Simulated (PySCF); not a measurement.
The dipole of `C1(CC(=O)C=1)C` from its density and from atomic charges.

Coordinates (GFN2-xTB, Å) and charges (e) from the PBE0/pcSseg-1 density (PySCF):

```tsv
atom	x	y	z	Mulliken	IAO	Hirshfeld	ESP-fitted
C1	1.716	-0.232	-0.098	-0.1372	-0.4456	-0.1083	-0.5605
C2	0.243	-0.162	-0.030	-0.3008	+0.0866	+0.0563	+0.4932
C3	-0.759	-1.065	-0.053	-0.0909	-0.2478	-0.0723	-0.6125
C4	-1.787	-0.025	0.077	+0.2372	+0.3877	+0.1443	+0.7114
O5	-2.981	0.025	0.141	-0.3480	-0.4025	-0.2535	-0.5033
C6	-0.666	1.042	0.106	-0.1304	-0.3358	-0.0876	-0.6183
H7	2.104	-0.797	0.750	+0.1472	+0.1724	+0.0600	+0.1678
H8	2.030	-0.751	-1.003	+0.1457	+0.1713	+0.0594	+0.1655
H9	2.151	0.764	-0.088	+0.1282	+0.1592	+0.0536	+0.1674
H10	-0.799	-2.136	-0.132	+0.0576	+0.1559	+0.0562	+0.2371
H11	-0.583	1.600	1.037	+0.1455	+0.1492	+0.0459	+0.1761
H12	-0.667	1.737	-0.733	+0.1460	+0.1494	+0.0461	+0.1761
```

Q: Form Σ q r in debye for every column and set it beside the full dipole.

A: The full density gives (4.30, -0.11, -0.20) D, 4.31 D in size; dipole vectors point from the negative to the positive end.

```json
{"scheme": "Mulliken", "μx": "5.35", "μy": "1.26", "μz": "-0.13", "size (D)": "5.50", "share of the full size (%)": "128", "angle to the full dipole (°)": "15"}
{"scheme": "IAO", "μx": "4.40", "μy": "0.02", "μz": "-0.19", "size (D)": "4.41", "share of the full size (%)": "102", "angle to the full dipole (°)": "2"}
{"scheme": "Hirshfeld", "μx": "3.36", "μy": "-0.13", "μz": "-0.16", "size (D)": "3.36", "share of the full size (%)": "78", "angle to the full dipole (°)": "1"}
{"scheme": "ESP-fitted", "μx": "4.34", "μy": "-0.10", "μz": "-0.20", "size (D)": "4.34", "share of the full size (%)": "101", "angle to the full dipole (°)": "0"}
```

Q: Which set comes closest?

A: Length of the difference vector: ESP-fitted 0.04 D, IAO 0.17 D, Hirshfeld 0.95 D, Mulliken 1.72 D. Closest: ESP-fitted. ESP charges are fitted to the potential around the molecule, whose slowest-falling term is the dipole's. The schemes that divide the density aren't constrained to reproduce the dipole.

Q: What is left for the Hirshfeld atoms' own dipoles?

A: The Hirshfeld atoms' densities add up to the full density, so μ = Σ q r + Σ (atomic dipoles). The atomic dipoles sum to (4.30, -0.11, -0.20) − (3.36, -0.13, -0.16) = (0.94, 0.02, -0.04) D, 0.95 D in size.

Q: With the origin at the mean of the coordinates, (0.000, 0.000, -0.002) Å, which are the largest single terms, by size, of the IAO dipole along the direction of the full one?

A: O5 +5.77, C1 -3.69, C4 -3.33, H7 +1.73, H8 +1.72 D; all 12 atoms together +4.41 D. The single terms depend on the origin, their sum doesn't.

Q: Give the size of the full dipole in other units.

A: 4.31 D = 1.696 au = 0.897 e·Å = 14.38 × 10⁻³⁰ C·m.

Isolated species at its GFN2-xTB geometry, gas phase.

The run behind these numbers computed NMR shieldings as well. Hardware: Arm Neoverse V2, one thread, no GPU, shared host with 32 logical CPUs at a one-minute load of 11. Cost: 11 s wall (grids of density and orbitals included), 0.65 GiB resident at most.
